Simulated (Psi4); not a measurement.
Process, species as SMILES: C (CH4) → [CH3-] + H+
B3LYP-D3(BJ)/def2-TZVP geometries, fixed; electronic energies without zero-point terms.

Basis-set convergence of the deprotonation energy at PBE0 with Psi4. Cartesian d functions, on some or all atoms, in 6-31G*, 6-31+G*; all else is spherical. Density fitting with the program's default auxiliary sets. Psi4's default fitting sets serve the pcseg sets less well. No added dispersion term, no relativity. Functions are those of the species that has most. Reference: the value in aug-cc-pVQZ, 426.46 kcal/mol, itself unsure by roughly 2.86 kcal/mol (its distance from def2-QZVPPD). Deviations are taken from unrounded values.

```json
[
 {"basis": "6-31G", "functions": "17", "deprotonation energy (kcal/mol)": "460.50", "minus reference (kcal/mol)": "34.04"},
 {"basis": "6-31G*", "functions": "23", "deprotonation energy (kcal/mol)": "456.51", "minus reference (kcal/mol)": "30.05"},
 {"basis": "6-31+G*", "functions": "27", "deprotonation energy (kcal/mol)": "428.72", "minus reference (kcal/mol)": "2.26"},
 {"basis": "6-311G**", "functions": "42", "deprotonation energy (kcal/mol)": "442.82", "minus reference (kcal/mol)": "16.36"},
 {"basis": "aug-cc-pVDZ", "functions": "59", "deprotonation energy (kcal/mol)": "424.96", "minus reference (kcal/mol)": "-1.50"},
 {"basis": "pcseg-2", "functions": "86", "deprotonation energy (kcal/mol)": "431.41", "minus reference (kcal/mol)": "4.95"},
 {"basis": "jun-cc-pV(T+d)Z", "functions": "95", "deprotonation energy (kcal/mol)": "426.49", "minus reference (kcal/mol)": "0.03"},
 {"basis": "6-311++G(3df,3pd)", "functions": "111", "deprotonation energy (kcal/mol)": "426.93", "minus reference (kcal/mol)": "0.47"},
 {"basis": "aug-cc-pVTZ", "functions": "138", "deprotonation energy (kcal/mol)": "426.44", "minus reference (kcal/mol)": "-0.02"},
 {"basis": "aug-pcseg-2", "functions": "138", "deprotonation energy (kcal/mol)": "426.17", "minus reference (kcal/mol)": "-0.29"},
 {"basis": "pcseg-3", "functions": "192", "deprotonation energy (kcal/mol)": "427.72", "minus reference (kcal/mol)": "1.26"},
 {"basis": "def2-QZVPPD", "functions": "195", "deprotonation energy (kcal/mol)": "429.32", "minus reference (kcal/mol)": "2.86"},
 {"basis": "aug-pcseg-3", "functions": "281", "deprotonation energy (kcal/mol)": "426.07", "minus reference (kcal/mol)": "-0.39"}
]
```
